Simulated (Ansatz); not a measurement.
A CCSD(T) single point on `CC1(O)C=C1`.

```yaml
crystal:
  periodic: [false, false, false]
  atoms:
    - {symbol: C, position_ang: [-1.365588, -0.297422, -0.044543]}
    - {symbol: C, position_ang: [0.106298, -0.113551, 0.190659]}
    - {symbol: O, position_ang: [0.455481, -0.840133, 1.347331]}
    - {symbol: C, position_ang: [0.850851, 1.116258, -0.158410]}
    - {symbol: C, position_ang: [1.098796, 0.068962, -0.891145]}
    - {symbol: H, position_ang: [-1.683192, 0.247728, -0.933021]}
    - {symbol: H, position_ang: [-1.934830, 0.063734, 0.815484]}
    - {symbol: H, position_ang: [-1.598892, -1.356830, -0.176199]}
    - {symbol: H, position_ang: [1.397460, -0.721504, 1.497016]}
    - {symbol: H, position_ang: [1.070928, 2.148609, 0.068764]}
    - {symbol: H, position_ang: [1.667888, -0.372850, -1.695337]}
basis:
  gaussian: {orbitals: def2-TZVPP}
correlation: {method: ccsd_t}
output: {orbitals: {seedname: orbitals}}
```

```sh
$ ansatz run in.yaml --threads 4 --pin off --events-out ev --progress --plain --max-ram 10444MiB
```

Log, shortened:

```
Functional definition: HF
1427 factors; integrals over basis functions are off by at most 1.1e-3 eV
mean field evaluation 1: about -6249.4573 eV, gradient 4.1e1 eV
mean field evaluation 2: about -6249.7412 eV, gradient 4.1e1 eV
mean field evaluation 4: about -6253.6252 eV, gradient 4.7e0 eV
mean field evaluation 8: about -6253.6889 eV, gradient 2.1e-1 eV
mean field -6253.68913413 eV, -229.8188367764 hartree, gradient 2.0e-6 eV, S^2 0.000000; 0 other end points of the search recorded, 0 dependent functions left out
5 core orbitals not correlated: weight in the atoms' cores, before any rotation towards them, 1.000 or more for the frozen orbitals, at most 0.000 for the correlated occupied ones
reference -6253.68913413 eV, -229.8188367764 hartree; 14, 14 occupied and 220, 220 virtual orbitals, 1427 factors
second order -24.30066468 eV of doubles, -0.00000000 eV of singles
cycle   1  -24.35921726 eV  change   -5.9e-2 eV  update   1.0e-1
cycle   2  -24.94347108 eV  change   -5.8e-1 eV  update   3.0e-2
cycle   3  -25.06580358 eV  change   -1.2e-1 eV  update   1.4e-2
cycle   4  -25.06008919 eV  change    5.7e-3 eV  update   3.8e-3
cycle   5  -25.06043636 eV  change   -3.5e-4 eV  update   2.0e-3
cycle   6  -25.06172942 eV  change   -1.3e-3 eV  update   6.0e-4
cycle   7  -25.06155314 eV  change    1.8e-4 eV  update   3.4e-4
cycle   8  -25.06144318 eV  change    1.1e-4 eV  update   1.4e-4
cycle   9  -25.06147448 eV  change   -3.1e-5 eV  update   6.2e-5
cycle  10  -25.06146394 eV  change    1.1e-5 eV  update   1.9e-5
perturbative correction -1.11098267 eV, -0.0408278599 hartree
Total energy: -6279.86158073 eV, -230.7806564487 hartree
```

Run time 100 s (4 threads of an Arm Neoverse V2 on a shared host); peak host memory 4.9 GiB.

MP2 recovers 92.8 % of the CCSD(T) correlation energy and the triples give 4.2 %; T1 = 0.0106.
